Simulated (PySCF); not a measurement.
All values below come from TPSSh-D3(BJ)/def2-TZVP // PBE-D3(BJ)/def2-SVP (PySCF 2.14.0). Isolated molecules, 0 K electronic values unless said otherwise. 

Reference species (SMILES): `[OH]` (neutral, multiplicity 2).

```yaml
dipole_moment: 1.75 D
```

Changed species: `C[N]C` (free radical N(CH3)2; the reference has free radical OH).

Question: What does the change do to the dipole moment?

Answer: the dipole moment falls by 0.06 D, to 1.69 D.
